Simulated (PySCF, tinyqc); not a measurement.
Inside a calculation. Method: CIS and TDHF on RHF in the sto-3g basis, frozen core, for BH, spin multiplicity 1. The lowest restricted solution is unstable here: a spin-polarised one lies 0.0088 hartree lower (PySCF). One step of it, computed by the program tinyqc.

Task: CIS matrix, singlets. A(ia,jb) = (e_a - e_i) d_ij d_ab + 2 (ia|jb) - (ij|ab).

orbital energies (hartree): MO1 -7.385525, MO2 -0.463963, MO3 -0.229064, MO4 0.245349, MO5 0.245349, MO6 0.353211

Two-electron integrals over orbitals (pq|rs), unique and non-zero (hartree); the lowest 1 orbital is frozen and left out:
```
(22|22) 0.472058    (32|22) -0.011690   (32|32) 0.115190    (33|22) 0.425077
(33|32) 0.007693    (33|33) 0.467078    (42|42) 0.091889    (43|42) -0.037195
(43|43) 0.030251    (44|22) 0.487567    (44|32) -0.075931   (44|33) 0.410322
(44|44) 0.586773    (52|52) 0.091889    (53|52) -0.037195   (53|53) 0.030251
(54|54) 0.031630    (55|22) 0.487567    (55|32) -0.075931   (55|33) 0.410322
(55|44) 0.523513    (55|55) 0.586773    (62|22) 0.056372    (62|32) -0.005369
(62|33) -0.026873   (62|44) 0.073517    (62|55) 0.073517    (62|62) 0.086310
(63|22) 0.047075    (63|32) -0.111592   (63|33) -0.009111   (63|44) 0.105404
(63|55) 0.105404    (63|62) 0.053974    (63|63) 0.154937    (64|42) 0.025708
(64|43) 0.005454    (64|64) 0.025334    (65|52) 0.025708    (65|53) 0.005454
(65|65) 0.025334    (66|22) 0.464293    (66|32) 0.048931    (66|33) 0.465482
(66|44) 0.436966    (66|55) 0.436966    (66|62) 0.024703    (66|63) -0.022273
(66|66) 0.524193
```

Give: CIS matrix A, singlet.

Result:

CIS matrix A, singlet (hartree):
```
       2>4    2>5    2>6    3>4    3>5    3>6
2>4  0.406  0.000  0.000  0.002  0.000  0.000
2>5  0.000  0.406  0.000  0.000  0.002  0.000
2>6  0.000  0.000  0.526  0.000  0.000  0.059
3>4  0.002  0.000  0.000  0.125  0.000  0.000
3>5  0.000  0.002  0.000  0.000  0.125  0.000
3>6  0.000  0.000  0.059  0.000  0.000  0.427
```
